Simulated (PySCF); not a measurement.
**Where the electron goes**

Compound: ethylene carbonate, C₃H₄O₃.
Cartesian coordinates in Å at the PBE0-D3(BJ)/def2-TZVP level; atoms count from 1:
```
atom  x, y, z in Å
O1     2.5252    0.5295   -0.7888
C2     1.4172    0.2954   -0.4418
O3     0.8928   -0.9406   -0.3293
C4    -0.4573   -0.8776    0.1003
C5    -0.7209    0.6227    0.2683
O6     0.5062    1.2289   -0.1038
H7    -0.5561   -1.4346    1.0329
H8    -1.0908   -1.3365   -0.6602
H9    -0.9539    0.9020    1.2968
H10   -1.5091    0.9910   -0.3899
```

Theory: PySCF 2.14.0, density-fitted response routines, TDDFT CAM-B3LYP/aug-cc-pVTZ, vertical, gas phase, core orbitals frozen in the response. Geometry: PBE0-D3(BJ)/def2-TZVP; no solvent, vibrations or thermal averaging.

Kohn–Sham orbitals with the atoms that hold most of them (Löwdin shares over 4%, at most four atoms; ? is withheld):

| orbital | ε (eV) | atoms |
| --- | --- | --- |
| LUMO+2 | 0.54 | H7 17%, H10 17%, H9 16%, H8 16% |
| LUMO+1 | 0.47 | C4 20%, C5 20%, H9 14%, H8 14% |
| LUMO | ? | ? |
| HOMO | -10.22 | ? |
| HOMO-1 | -10.49 | O1 44%, O6 16%, O3 14%, C2 14% |
| HOMO-2 | -10.52 | O3 26%, O6 24%, C4 14%, C5 14% |
| HOMO-3 | -12.47 | C4 24%, C5 24%, O3 17%, O6 16% |

Which atoms hold the LUMO, and with what shares?

H10 (bonded to C) 22%; H7 (bonded to C) 22%; H8 (bonded to C) 22%; H9 (bonded to C) 22%.

Give the leading atoms of the HOMO.

O1 (bonded to C) 69%; C2 (bonded to 3 O) 16%; O3 (bonded to 2 C) 5%; O6 (bonded to 2 C) 5%. By element: oxygen 80%, carbon 16% or more.

What is the LUMO energy, and the HOMO–LUMO gap?

ε(LUMO) = -0.05 eV; the gap is 10.17 eV (0.3736 hartree).

How does S1 compare with the orbital gap of 10.17 eV?

S1 is at 7.19 eV (f = 0.0000), 2.98 eV below the gap, made of HOMO→LUMO+8 (40%), HOMO→LUMO+9 (40%), HOMO→LUMO+12 (15%). 

Next come S2 at 7.64 eV (f 0.0000), HOMO-2→LUMO (61%), HOMO-2→LUMO+3 (25%); S3 at 7.82 eV (f 0.012), HOMO→LUMO+3 (50%), HOMO→LUMO (40%); S4 at 7.88 eV (f 0.012), HOMO-1→LUMO (45%), HOMO-1→LUMO+3 (42%); S5 at 8.07 eV (f 0.0000), HOMO-2→LUMO+3 (59%), HOMO-2→LUMO (27%).

Löwdin shares depend on the basis, the more so with diffuse functions.
